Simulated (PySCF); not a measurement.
Species: C₅H₁₂P (charge +1).
Bonds: C1–C2 (double), C2–C3, C3–P4, P4–C5, P4–C6. Hydrogens: H7, H8 on C1; H9 on C2; H10, H11 on C3; H12 on P4; H13, H14, H15 on C5; H16, H17, H18 on C6.

The same species was optimised twice, with GFN2-xTB and with PBE0-D3(BJ)/def2-SVP (PySCF), and the same property calculations (PySCF, gas phase) were run on both structures.

| coordinate | GFN2-xTB | PBE0-D3(BJ)/def2-SVP | change |
| --- | --- | --- | --- |
| C1=C2 (Å) | 1.319 | 1.334 | +0.015 |
| P4–C6 (Å) | 1.802 | 1.794 | -0.008 |
| P4–C5 (Å) | 1.804 | 1.798 | -0.006 |
| C2–C3 (Å) | 1.505 | 1.500 | -0.005 |
| C3–P4 (Å) | 1.817 | 1.817 | 0.000 |
| C2–C3–P4 (°) | 109.4 | 111.4 | +2.0 |
| C5–P4–C6 (°) | 111.1 | 111.7 | +0.6 |
| C3–P4–C5 (°) | 112.2 | 111.7 | -0.5 |
| C1–C2–C3 (°) | 123.6 | 123.8 | +0.2 |
| C3–P4–C6 (°) | 110.6 | 110.6 | 0.0 |
| C1–C2–C3–P4 (°) | 116 | 106 | -10 |
| C2–C3–P4–C5 (°) | 173 | 174 | +1 |

Rotational constants: A = 5195, B = 1627, C = 1375 MHz (GFN2-xTB) against A = 5125, B = 1650, C = 1385 MHz (PBE0-D3(BJ)/def2-SVP). Point groups within 0.08 Å: C1 and C1.

On the GFN2-xTB structure: lowest singlet, TDDFT (eV) 7.22 [CAM-B3LYP/def2-SVPD]; lowest triplet, Tamm–Dancoff (eV) 4.42 [CAM-B3LYP/def2-SVPD]; isotropic polarisability (au) 78.2 [CAM-B3LYP/def2-SVPD]; HOMO (eV) -13.18 [CAM-B3LYP/def2-SVPD]; LUMO (eV) -3.20 [CAM-B3LYP/def2-SVPD]; HOMO (eV) -11.88 [PBE0/pcSseg-1]; LUMO (eV) -4.31 [PBE0/pcSseg-1]; GIAO shielding of C1 (ppm) 45.4 [PBE0/pcSseg-1]; GIAO shielding of C2 (ppm) 60.3 [PBE0/pcSseg-1]; GIAO shielding of C3 (ppm) 154.6 [PBE0/pcSseg-1]; GIAO shielding of P4 (ppm) 339.2 [PBE0/pcSseg-1]; GIAO shielding of C5/C6 (mean) (ppm) 181.3 [PBE0/pcSseg-1].

Task: What do these properties become on the PBE0-D3(BJ)/def2-SVP structure?

Result: 
```tsv
property	level	on GFN2-xTB	on PBE0-D3(BJ)/def2-SVP	change
lowest singlet, TDDFT (eV)	CAM-B3LYP/def2-SVPD	7.22	7.10	-0.12
lowest triplet, Tamm–Dancoff (eV)	CAM-B3LYP/def2-SVPD	4.42	4.26	-0.16
isotropic polarisability (au)	CAM-B3LYP/def2-SVPD	78.2	79.3	+1.1
HOMO (eV)	CAM-B3LYP/def2-SVPD	-13.18	-13.11	+0.07
LUMO (eV)	CAM-B3LYP/def2-SVPD	-3.20	-3.26	-0.06
energy, GFN2-xTB geometry as zero (kcal/mol)	CAM-B3LYP/def2-SVPD	0.0	-0.8	-0.8
HOMO (eV)	PBE0/pcSseg-1	-11.88	-11.82	+0.06
LUMO (eV)	PBE0/pcSseg-1	-4.31	-4.38	-0.07
energy, GFN2-xTB geometry as zero (kcal/mol)	PBE0/pcSseg-1	0.0	-0.6	-0.6
GIAO shielding of C1 (ppm)	PBE0/pcSseg-1	45.4	40.9	-4.5
GIAO shielding of C2 (ppm)	PBE0/pcSseg-1	60.3	57.8	-2.5
GIAO shielding of C3 (ppm)	PBE0/pcSseg-1	154.6	154.5	-0.1
GIAO shielding of P4 (ppm)	PBE0/pcSseg-1	339.2	335.3	-3.9
GIAO shielding of C5/C6 (mean) (ppm)	PBE0/pcSseg-1	181.3	180.4	-0.9
```

The heavy atoms differ by 0.047 Å rms after alignment. Among bonds between heavy atoms C1=C2 changes most (+0.015 Å). Changes are differences of the printed values. Neither structure is proved a minimum here. One conformer (not necessarily the lowest) at the PBE0-D3(BJ)/def2-SVP geometry, without solvent, vibrations or thermal averaging.

The values belong to the conformer `[CH2:1]=[CH:2][CH2:3][PH+:4]([CH3:5])[CH3:6]`: C1–C2–C3–P4 106°, C2–C3–P4–C5 174°.
